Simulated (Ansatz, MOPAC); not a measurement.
Reaction (SMILES): FC(F)(CF)F → [CH2]F (CH2F) + F[C](F)F (the C-C bond breaks)

Wanted: bond dissociation energy (enthalpy at 298 K), in kcal/mol. Terms: 6-31G* and kin with 6d, 5d where marked; frozen cores in correlated levels; dispersion terms only where a functional's name holds one; open shells spin-unrestricted; no spin-orbit coupling; non-relativistic. CBS marks a two-point X^-3 extrapolation of the correlation energy; Hartree-Fock from the larger set. The bracket is a focal-point correction in the basis named. Ab initio and DFT rows: single points at B3LYP-D3(BJ) geometries (Ansatz, an electronic-structure program), with unscaled harmonic terms from B3LYP/6-31G* (Ansatz) at its own minima. Semi-empirical rows: MOPAC heats of formation at their own minima for 298 K.

```json
[
 {"species": "FCC(F)(F)F", "coefficient": "-1", "E at HF/6-31G* (Ansatz), Eh": "-474.65568", "E at PBE/def2-TZVPD (Ansatz), Eh": "-476.53345", "H(298 K) - E, kcal/mol": "32.73", "heat of formation at AM1 (MOPAC), kcal/mol": "-217.14"},
 {"species": "[CH2]F (CH2F)", "coefficient": "+1", "E at HF/6-31G* (Ansatz), Eh": "-138.40134", "E at PBE/def2-TZVPD (Ansatz), Eh": "-138.98341", "H(298 K) - E, kcal/mol": "18.13", "heat of formation at AM1 (MOPAC), kcal/mol": "-32.23"},
 {"species": "F[C](F)F", "coefficient": "+1", "E at HF/6-31G* (Ansatz), Eh": "-336.12976", "E at PBE/def2-TZVPD (Ansatz), Eh": "-337.39941", "H(298 K) - E, kcal/mol": "10.39", "heat of formation at AM1 (MOPAC), kcal/mol": "-144.44"}
]
```

Coupled cluster (Ansatz) is a level with limits of its own, used here on species with T1 under 0.025 (0.045 for open shells) and stable references: RI-MP2/CBS(cc-pVTZ,cc-pVQZ)+[CCSD(T)-MP2]/cc-pVTZ. Value to compare with, RI-MP2/CBS(cc-pVTZ,cc-pVQZ)+[CCSD(T)-MP2]/cc-pVTZ (Ansatz): 99.3 kcal/mol. 1 Eh = 627.5095 kcal/mol.

Compute it at each level from the table, and compare with RI-MP2/CBS(cc-pVTZ,cc-pVQZ)+[CCSD(T)-MP2]/cc-pVTZ (Ansatz).


- HF/6-31G*: the sum of coefficient times E is 0.12458 Eh, or 78.18 kcal/mol; the thermal terms add -4.21. Result: 74.0 kcal/mol. Its difference against RI-MP2/CBS(cc-pVTZ,cc-pVQZ)+[CCSD(T)-MP2]/cc-pVTZ (Ansatz) is -25.3 kcal/mol.
- PBE/def2-TZVPD: the sum of coefficient times E is 0.15063 Eh, or 94.52 kcal/mol; the thermal terms add -4.21. Result: 90.3 kcal/mol. Its difference against RI-MP2/CBS(cc-pVTZ,cc-pVQZ)+[CCSD(T)-MP2]/cc-pVTZ (Ansatz) is -9.0 kcal/mol.
- AM1: the sum of coefficient times heat of formation is 40.47 kcal/mol; it needs no thermal term. Its difference against RI-MP2/CBS(cc-pVTZ,cc-pVQZ)+[CCSD(T)-MP2]/cc-pVTZ (Ansatz) is -58.8 kcal/mol.
